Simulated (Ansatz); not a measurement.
Input for Ansatz (development build ahead of 0.2.0):

```yaml
crystal:
  periodic: [false, false, false]
  atoms:
    - { symbol: B, position_ang: [-0.04096, 0.02784, -0.85204] }
    - { symbol: S, position_ang: [-0.02988, 0.02579, 0.81449] }
basis:
  gaussian: { orbitals: def2-SVP }
total_charge: -1
hamiltonian:
  xc: hf
correlation:
  method: mp2
  frozen_orbitals: { B: 1, S: 5 }
```

The input is written out in the form of the current development build from the run's settings.

The run gave:

- Converged: yes
- Reference energy: -422.05548 hartree
- Correlation energy: -0.19738 hartree
- Total energy: -422.25286 hartree
- Spin squared of the determinant: 0.000
- Stability test: minimum among restricted orbitals
- Occupied orbitals by symmetry in an Abelian subgroup (alpha; beta): 7 A1 2 B1 2 B2; 7 A1 2 B1 2 B2

Messages of the program:
```
mean field -11484.71469962 eV, -422.0554805918 hartree, gradient 7.5e-6 eV, S^2 0.000000; 0 other ends of a descent, 0 dependent functions left out
```

Caution: no diffuse functions for an anion.
